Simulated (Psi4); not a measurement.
Complex: CH4O (SMILES CO) (first 6 atoms) with H2O (SMILES O); geometry from S66by8 set.
(charge 0, multiplicity 1):
```csv
atom,x (Å),y (Å),z (Å)
O,-1.0223,0.4448,-0.0035
H,-0.0581,0.4124,-0.0031
C,-1.4838,-0.8906,0.0048
H,-2.5701,-0.8592,0.0040
H,-1.1617,-1.4501,-0.8767
H,-1.1628,-1.4388,0.8938
O,2.1246,0.3407,-0.0008
H,2.5638,0.7289,-0.7606
H,2.5625,0.7433,0.7523
```

Calculation: SAPT0/jun-cc-pV(D+d)Z run with Psi4 1.11.

Which attractive term is largest, and how does the interaction split up?

electrostatics -24.4, exchange 12.3, induction -4.4, dispersion -3.7, total -20.2 kJ/mol; the largest attraction is electrostatics.
